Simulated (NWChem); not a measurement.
A series in which one site is exchanged, each optimised at PBE0/def2-SVP with NWChem, gas phase unless a solvent is named. Low-valent species are run as closed-shell singlets; no triplet was tried in these runs. For some, no frequency run checked for a minimum. def2 effective core potentials on Sn, Pb; no spin-orbit coupling.

A: [GeH2] (GeH2; site = Ge)
B: [SnH2] (SnH$_{2}$; site = Sn)
C: [SiH2] (SiH₂; site = Si)
D: [PbH2] (PbH$_{2}$; site = Pb)

Values for A:

| Quantity | Result |
|---|---|
| dipole (D), PBE0/def2-SVP | 0.01 |
| orbital gap (eV), PBE0/def2-SVP | 3.84 |
| vertical ionisation energy, ΔSCF, PBE/def2-SVP (eV) | 9.40 |
| static polarisability, PBE/def2-SVPD (bohr³) | 37.9 |
| lowest singlet excitation, PBE/def2-SVPD, TDA (eV) | 2.52 |

Task: How do these values change for the other members?

Result: 
```
change from A                                            B      C      D
---------------------------------------------------  -----  -----  -----
dipole (D), PBE0/def2-SVP                            +0.57  +0.35  +1.34
orbital gap (eV), PBE0/def2-SVP                      -0.22  -0.09  +0.01
vertical ionisation energy, ΔSCF, PBE/def2-SVP (eV)  -0.51  -0.05  -0.47
static polarisability, PBE/def2-SVPD (bohr³)         +11.5   -2.4  +13.7
lowest singlet excitation, PBE/def2-SVPD, TDA (eV)   -0.11  -0.07  -0.02
```
